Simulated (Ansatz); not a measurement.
Si(H)3(Me) cation (CH6Si), SMILES C[SiH3] (connectivity only; charge and spin as stated), charge +1, multiplicity 2.

Geometry optimised at B3LYP-D3(BJ)/def2-TZVP. The spin state was assumed, not searched. The isomer is the one that the SMILES or the coordinates give; other isomers of the formula were not compared.

Two levels are set side by side: PBE/def2-TZVPD (Ansatz, an electronic-structure program) and CAM-B3LYP/def2-TZVPD (Ansatz). Energy differences of separate SCF runs at the same geometry; the states with an electron removed or added have multiplicity 1 and 1. Differences are taken from unrounded values.

```
quantity                         CAM-B3LYP    PBE  PBE minus CAM-B3LYP
-------------------------------  ---------  -----  -------------------
vertical ionisation energy (eV)      17.89  17.82                -0.07
vertical electron affinity (eV)       9.11   9.19                 0.08
```

On these quantities the two levels nearly agree.
